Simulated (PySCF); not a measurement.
# Carbon: a sound run and one with changed settings

Sound run: C [He] 2s2 2p2, C⁺ [He] 2s2 2p1. Computed with PySCF 2.14 in aug-cc-pVDZ-DK, with scalar relativity by spin-free X2C-1e. In the sound run the correlated levels freeze 1s2. The sound run starts from symmetry-adapted Hartree-Fock orbitals and uses a fine grid where one is needed.

Changed run: all electrons correlated in a basis built for the valence shell.

| species | method | sound run (hartree) | changed run (hartree) | converged |
| --- | --- | --- | --- | --- |
| C | MP2 | -37.75640 | -37.75784 | yes |
| C | CCSD(T) | -37.77979 | -37.78107 | yes |
| C⁺ | MP2 | -37.34701 | -37.34840 | yes |
| C⁺ | CCSD(T) | -37.37327 | -37.37442 | yes |

Ionisation energy of C:

```
 method  sound run (eV)  changed run (eV)
    UHF          10.812            10.812
    MP2          11.140            11.141
SCS-MP2          11.032            11.031
   CCSD          11.046            11.050
CCSD(T)          11.062            11.065
```

A valence basis has no tight correlating functions, so it recovers only part of the core correlation, and not evenly between atom and ion.

For comparison, NIST gives 11.260 eV between the lowest levels.
